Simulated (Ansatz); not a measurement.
Zinc-blende HgTe, treated with Hartree–Fock in Ansatz (plane waves, PAW).

Numerical settings: plane-wave cutoff 460 eV, 8×8×8 k mesh, Fermi–Dirac smearing 0.01 eV, scalar-relativistic PAW data made under PBE.

Cell (relaxed at this level):

```
CELL_PARAMETERS angstrom
      0.00000     3.36122     3.36122
      3.36122     0.00000     3.36122
      3.36122     3.36122     0.00000
ATOMIC_POSITIONS crystal
  Hg 0.00000 0.00000 0.00000
  Te 0.25000 0.25000 0.25000
```

Task: Give the computed bulk modulus, band gap and pressure derivative B′ of the bulk modulus.

Result: 
- bulk modulus: 39.2 GPa
- band gap: 4.99 eV (on the SCF k mesh)
- pressure derivative B′ of the bulk modulus: 4.4

Measured, for comparison: bulk modulus 42.3 GPa (temperature not stated, not corrected to a static lattice; as tabulated in Toher et al. (2017), arXiv:1611.05714). Computed (rounded) less measured: bulk modulus -7 %.

Note: the cell is over a tenth larger than the published one (another phase or state, or a fault of the published cell, is possible).

Spin–orbit coupling is not included; with these elements it can move the gap by several tenths of an eV or more.

Static lattice: no zero-point or thermal effects.

Computing time: roughly 40 core-minutes.

Ansatz is an electronic-structure program.
